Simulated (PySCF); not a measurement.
Simulated outer-valence photoelectron spectrum of `O([SiH3])[SiH3]`. Level of theory: EOM-IP-CCSD/aug-cc-pVDZ in PySCF, restricted Hartree–Fock reference, 11 core orbitals frozen, non-relativistic, gas phase, PBE0-D3(BJ)/def2-SVP geometry.

Each root has a Gaussian of 0.6 eV full width with its one-hole share as area; cross sections and vibrations are left out, and the highest printed point is 100.

(ionisation energy (eV), intensity): (10.2, 0), (10.4, 3), (10.6, 14), (10.8, 43), (11.0, 79), (11.2, 86), (11.4, 56), (11.6, 22), (11.8, 6), (12.0, 7), (12.2, 29), (12.4, 70), (12.6, 93), (12.8, 71), (13.0, 30), (13.2, 7), (13.4, 2), (13.6, 7), (13.8, 29), (14.0, 72), (14.2, 100), (14.4, 88), (14.6, 68), (14.8, 52), (15.0, 29), (15.2, 9), (15.4, 2), (15.6, 0), (15.8, 0), (16.0, 0), (16.2, 0), (16.4, 0), (16.6, 1), (16.8, 6), (17.0, 20), (17.2, 40), (17.4, 43), (17.6, 25), (17.8, 8), (18.0, 1), (18.2, 0)

Task: Where are the maxima, and how many lines lie under the curve?

Result: 4 maxima, at 11.1, 12.6, 14.2 and 17.3 eV, from 8 lines. At this width some lines have no maximum of their own.

Task: List the lines with their holes.

Result: 
| E (eV) | leading hole (HF orbital) | area | Koopmans (eV) |
| --- | --- | --- | --- |
| 11.03 | HOMO | 0.95 | 12.08 |
| 11.24 | HOMO-1 | 0.95 | 12.28 |
| 12.53 | HOMO-2 | 0.95 | 13.11 |
| 12.67 | HOMO-3 | 0.95 | 13.23 |
| 14.17 | HOMO-4 | 0.94 | 15.77 |
| 14.22 | HOMO-5 | 0.94 | 15.79 |
| 14.74 | HOMO-6 | 0.93 | 16.04 |
| 17.32 | HOMO-7 | 0.89 | 18.62 |

The widest gap, 2.58 eV, lies between 14.74 and 17.32 eV. Only orbitals with −ε under 21 eV, eight at most, were ionised, so the high end of the curve may lack lines.
